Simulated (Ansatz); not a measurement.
# FHMgS: how energies converge with the basis set

The task here is to estimate one member of a computed series from the others.

Method: one geometry, several basis sets; program: Ansatz 0.2.0, Gaussian basis.

The runs, in order: PBE0-D4/def2-SVP; ωB97M-V/def2-SVP; PBE0-D4/def2-QZVPP; ωB97M-V/def2-QZVPP; the functionals' def2-TZVPP values are taken from earlier runs.

**The relaxed structure**

All runs share one geometry, relaxed beforehand with PBE0-D4 in a triple-zeta def2 set.

SMILES `[F][Mg][SH]`, 4 atoms, charge 0, spin multiplicity 1.

Atoms are counted from 1 here; the program's logs count them from 0.

Bond lengths: F1–Mg2 1.749 Å, Mg2–S3 2.277 Å, S3–H4 1.345 Å. Angles: F1–Mg2–S3 179.2°, Mg2–S3–H4 92.6°.

Set-up of the first run:

The input, in.yaml:

```yaml
crystal:
  periodic: [false, false, false]
  atoms:
    - {symbol: F, position_ang: [-1.161019, 0.391036, 2.153592]}
    - {symbol: Mg, position_ang: [-0.512081, 0.205831, 0.539691]}
    - {symbol: S, position_ang: [0.306571, -0.020732, -1.572591]}
    - {symbol: H, position_ang: [1.422028, -0.636434, -1.140893]}
basis:
  gaussian: {orbitals: def2-SVP}
hamiltonian: {xc: pbe0, dispersion: d4}
output: {orbitals: {seedname: orbitals}}
```

Launch:

```
$ ansatz run in.yaml --threads 4 --pin off --events-out ev --progress --plain --max-ram 10444MiB
```

Among the steps run: PBE0-D4 in def2-SVP; ωB97M-V in def2-SVP; PBE0-D4 in def2-QZVPP; ωB97M-V in def2-QZVPP.

One table of the session follows, with a row left open; its other results are not shown here.

It belongs to the step «Functionals by basis». 

```
functional       basis  HOMO (eV)  LUMO (eV)
   PBE0-D4    def2-SVP      -7.37      -1.56
   PBE0-D4  def2-TZVPP      -7.43      -1.61
   PBE0-D4  def2-QZVPP      -7.43      -1.61
   ωB97M-V    def2-SVP      -9.50      -0.21
   ωB97M-V  def2-TZVPP      -9.61      -0.27
   ωB97M-V  def2-QZVPP          ?          ?
```

Estimate the missing values for ωB97M-V, def2-QZVPP.

The run gave: HOMO (eV): -9.62; LUMO (eV): -0.40. In the column «HOMO (eV)» it is the lowest.
